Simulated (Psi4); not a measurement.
# DSD-PBEP86/def2-TZVPP (density fitting for correlation) run of H2S2 (SMILES SS)

Aim: the vertical ionisation energy of H2S2 at DSD-PBEP86/def2-TZVPP (density fitting for correlation), from 2 runs. 

The calculation is run with Psi4 1.11.

**1. The structure to begin with**

H2S2 has 4 atoms, charge 0, and is taken as a singlet. SMILES: `SS`. The shape is that of a PBE0-D4/def2-TZVP optimisation.

Bond lengths: S1–S2 2.046 Å, S1–H3 1.347 Å, S2–H4 1.347 Å. Angles: S1–S2–H4 98.6°, S2–S1–H3 98.6°.

**2. A single-point energy at DSD-PBEP86/def2-TZVPP (density fitting for correlation)**

File h2s2.py:

```python
import psi4

psi4.set_memory('2200 MB')
psi4.set_num_threads(1)
psi4.set_output_file('output.dat', False)

molecule = psi4.geometry("""
0 1
S
S 1 2.04584
H 1 1.346721 2 98.63407
H 2 1.346729 1 98.63403 3 -90.49341
units angstrom
symmetry c1
no_reorient
no_com
""")

options = {'basis': 'def2-TZVPP', 'reference': 'rks', 'puream': True, 'e_convergence': 1e-09, 'd_convergence': 1e-08, 'scf_type': 'pk', 'dft_radial_points': 99, 'dft_spherical_points': 590, 'num_frozen_docc': 10}
psi4.set_options(options)

energy_value = psi4.energy("dsd-pbep86", molecule=molecule)
print(f'dsd-pbep86 energy: {energy_value:.10f} Eh')
```

Command:

```bash
$ python h2s2.py
```

output.dat:

```text
[...]
  Running in c1 symmetry.
[...]
  Nuclear repulsion =   85.443141699956286
[...]
  Multiplicity = 1
[...]
  Nalpha       = 17
  Nbeta        = 17
[...]
    Number of basis functions: 112
[...]
   @RKS iter   1:  -796.77881707832034   -2.06886e-01   2.95908e-03 ADIIS/DIIS
[...]
   @RKS iter  11:  -796.81138350007063   -3.06954e-12   2.81410e-09 DIIS
[...]
    Orbital Energies [Eh]
    ---------------------
    Doubly Occupied:
       1A    -90.901631     2A    -90.901629     3A     -8.635598
       4A     -8.635438     5A     -6.411552     6A     -6.411237
       7A     -6.409318     8A     -6.409232     9A     -6.406553
      10A     -6.406553    11A     -0.978755    12A     -0.814550
      13A     -0.554694    14A     -0.506768    15A     -0.443912
      16A     -0.347825    17A     -0.345957
[...]
  @RKS Final Energy:  -796.81138350007063
   => Energetics <=
    Nuclear Repulsion Energy =             85.4431416999562856
    One-Electron Energy =               -1270.9864917158720345
    Two-Electron Energy =                 403.5113112218298284
    DFT Exchange-Correlation Energy =     -14.7793447059846166
    Empirical Dispersion Energy =           0.0000000000000000
    VV10 Nonlocal Energy =                  0.0000000000000000
    Total Energy =                       -796.8113835000706331
[...]
 Multipole Moments:
 ------------------------------------------------------------------------------------
     Multipole            Electronic (a.u.)      Nuclear  (a.u.)        Total (a.u.)
 ------------------------------------------------------------------------------------
 L = 1.  Multiply by 2.5417464519 to convert [e a0] to [Debye]
 Dipole X            :         -0.8509120            1.2089474            0.3580355
 Dipole Y            :         -0.8436079            1.1985737            0.3549658
 Dipole Z            :         -0.0000008            0.0000002           -0.0000006
 Magnitude           :                                                    0.5041727
[...]
```

The script printed:

```text
dsd-pbep86 energy: -797.0028366715 Eh
```

Wall time 14 s (1 thread of AMD EPYC 7R43 (Zen 3), shared host); peak memory 0.8 GiB.

**3. The doublet cation**

File h2s2.dat:

```
memory 2200 MB

molecule {
  1 2
  S
  S 1 2.04584
  H 1 1.346721 2 98.63407
  H 2 1.346729 1 98.63403 3 -90.49341
  units angstrom
  symmetry c1
  no_reorient
  no_com
}

set {
  reference            uks
  puream               true
  e_convergence        1e-09
  d_convergence        1e-08
  scf_type             pk
  dft_radial_points    99
  dft_spherical_points 590
  num_frozen_docc      10
  maxiter              100
}

energy('dsd-pbep86/def2-TZVPP')
```

Command:

```bash
$ psi4 -i h2s2.dat -o h2s2.out -n 1
```

h2s2.out:

```text
[...]
  Running in c1 symmetry.
[...]
  Nuclear repulsion =   85.443141699956286
[...]
  Multiplicity = 2
[...]
  Nalpha       = 17
  Nbeta        = 16
[...]
    Number of basis functions: 112
[...]
   @UKS iter   1:  -796.41522985999347    1.56702e-01   2.66461e-03 ADIIS/DIIS
[...]
   @UKS iter  22:  -796.45350812619802   -4.54747e-12   6.08475e-09 DIIS
[...]
   @S^2 Observed:                7.820511308E-01
[...]
    Orbital Energies [Eh]
    ---------------------
    Alpha Occupied:
       1A    -91.208820     2A    -91.208818     3A     -8.939558
       4A     -8.939395     5A     -6.720381     6A     -6.720306
       7A     -6.712358     8A     -6.712155     9A     -6.709899
      10A     -6.709778    11A     -1.273472    12A     -1.108973
      13A     -0.829833    14A     -0.793701    15A     -0.719507
      16A     -0.655769    17A     -0.635679
    Alpha Virtual:
      18A     -0.207483    19A     -0.139938    20A     -0.132546
      21A      0.023536    22A      0.040644    23A      0.048275
      24A      0.065324    25A      0.093440    26A      0.106378
[...]
  @UKS Final Energy:  -796.45350812619802
   => Energetics <=
    Nuclear Repulsion Energy =             85.4431416999562856
    One-Electron Energy =               -1261.1172004623490466
    Two-Electron Energy =                 393.9029196975430978
    DFT Exchange-Correlation Energy =     -14.6823690613482203
    Empirical Dispersion Energy =           0.0000000000000000
    VV10 Nonlocal Energy =                  0.0000000000000000
    Total Energy =                       -796.4535081261980167
[...]
 Multipole Moments:
 ------------------------------------------------------------------------------------
     Multipole            Electronic (a.u.)      Nuclear  (a.u.)        Total (a.u.)
 ------------------------------------------------------------------------------------
 L = 1.  Multiply by 2.5417464519 to convert [e a0] to [Debye]
 Dipole X            :         -0.6671440            1.2089474            0.5418035
 Dipole Y            :         -0.6614203            1.1985737            0.5371534
 Dipole Z            :          0.0000061            0.0000002            0.0000063
 Magnitude           :                                                    0.7629448
[...]
```

Run time: 37 s. Hardware: 1 thread of AMD EPYC 7R43 (Zen 3), shared host; peak memory 0.8 GiB.

**4. Outcome**

At DSD-PBEP86/def2-TZVPP (density fitting for correlation), 10 core orbitals frozen:

```
                                                                quantity          value
                                              singlet H2S2: total energy  -797.00284 Eh
                         singlet H2S2: HOMO energy (SCF part's orbitals)       -9.41 eV
                         singlet H2S2: LUMO energy (SCF part's orbitals)        1.38 eV
                       singlet H2S2: HOMO–LUMO gap (SCF part's orbitals)       10.80 eV
                                            doublet cation: total energy  -796.63388 Eh
doublet cation: HOMO energy (SCF part's orbitals) (highest over α and β)      -15.61 eV
 doublet cation: LUMO energy (SCF part's orbitals) (lowest over α and β)      -10.06 eV
                                                    doublet cation: ⟨S²⟩          0.782
                      vertical ionisation energy (to the doublet cation)      10.040 eV
```

Removing an electron at fixed nuclei costs 10.04 eV (969 kJ/mol). −ε(HOMO) before ionisation, 9.41 eV, is 0.63 eV below this ionisation energy.
